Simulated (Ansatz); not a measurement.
Reaction (substitution at a C–F bond): `C#CCCF` + HCl → `C#CCCCl` + H–F

Gas-phase electronic energies from Ansatz, PBE0-D4/def2-TZVP geometries. CCSD(T)/CBS adds triple-zeta CCSD(T) − MP2 to the extrapolated MP2 energy (def2 sets, frozen cores). This one scheme is used for every species. Functionals use def2-TZVPP. Each species was taken in one conformer, which may not be the lowest.

`C#CCCF`:

```xyz
10

C    -1.212   -0.092    1.945
C    -0.438    0.190    1.073
C     0.485    0.523    0.003
C     0.310   -0.335   -1.235
F     0.650   -1.642   -0.964
H    -1.895   -0.345    2.721
H     0.347    1.570   -0.289
H     1.517    0.427    0.357
H     0.964    0.023   -2.035
H    -0.728   -0.320   -1.578
```

HCl:

```xyz
2

Cl   -0.019   -0.463    0.441
H     0.019    0.463   -0.441
```

`C#CCCCl`:

```xyz
10

C     1.458    1.081   -1.473
C     0.827    0.266   -0.857
C     0.044   -0.685   -0.089
C    -0.855    0.034    0.905
Cl   -1.813   -1.135    1.845
H     2.023    1.793   -2.026
H    -0.568   -1.295   -0.760
H     0.707   -1.370    0.448
H    -0.269    0.618    1.613
H    -1.556    0.693    0.395
```

H–F:

Cartesian coordinates in Å:
```
F 0.307 0.275 -0.203
H -0.307 -0.275 0.203
```

CCSD(T)/CBS gives -7.0 kcal/mol.

Problem. Another level gave -4.6 kcal/mol. Which?
A. MP2/def2-TZVPP
B. SCS-MP2/def2-TZVPP
C. B2PLYP/def2-TZVPP
D. HF/def2-TZVPP

Solution. C. B2PLYP -4.6, SCS-MP2/def2-TZVPP -6.3, HF/def2-TZVPP -1.7, MP2/def2-TZVPP -8.1 kcal/mol.

Largest T1 diagnostic among the species: 0.011.

In def2-TZVPP, CCSD(T) changes the Hartree–Fock value by −3.9 kcal/mol (the triples alone add −0.7 kcal/mol) and MP2 by −6.5 kcal/mol. The D4 term adds −1.2 kcal/mol with B3LYP and −0.7 kcal/mol with PBE0; it sums over pairs of atoms, weighted by their polarisabilities, and B3LYP, whose exchange is more repulsive, gets the larger term.

B3LYP here is the variant with VWN-RPA as its local correlation; programs differ in this.
